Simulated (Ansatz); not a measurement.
## A geometry optimisation of CH3AlSi with B3LYP-D4/def2-TZVP

The starting geometry of this gas-phase singlet was optimised with GFN2-xTB.

```xyz
6

C    -0.2773    0.4193    0.7971
Al   -0.8879   -0.9142   -0.7571
Si    0.8653    1.3731   -0.2823
H     0.3864   -0.5339   -1.7602
H     0.2523   -0.1367    1.5805
H    -1.0767    0.9888    1.2790
```

Task: Where would you expect an optimisation with B3LYP-D4/def2-TZVP to take it?

Result: A new bond forms, giving a structure given below by its coordinates. Distances that change by over a tenth: Al2–H4 (1.67 → 2.00 Å). Contacts that close: Si3–H4 (2.46 → 1.61 Å).

The energy falls by 0.90 eV over 16 steps:

```csv
step,E − E(last) (eV)
1,0.902
3,0.415
4,0.325
6,0.072
8,0.028
9,0.023
11,0.010
13,0.001
14,0.000
16,0.000
```

Final geometry (Å):

| atom | x (Å) | y (Å) | z (Å) |
| --- | --- | --- | --- |
| C | -0.2975 | 0.5133 | 0.7364 |
| Al | -0.8540 | -1.1282 | -0.5757 |
| Si | 0.5858 | 1.2532 | -0.6391 |
| H | 0.7145 | -0.1803 | -1.3668 |
| H | -0.0751 | -0.4300 | 1.2677 |
| H | -0.8115 | 1.1683 | 1.4345 |

Frequencies at the end are all real (lowest 220 cm⁻¹). Run with Ansatz 0.2.0, 100 s on 2 threads of AMD EPYC (Zen 3), on a shared host.
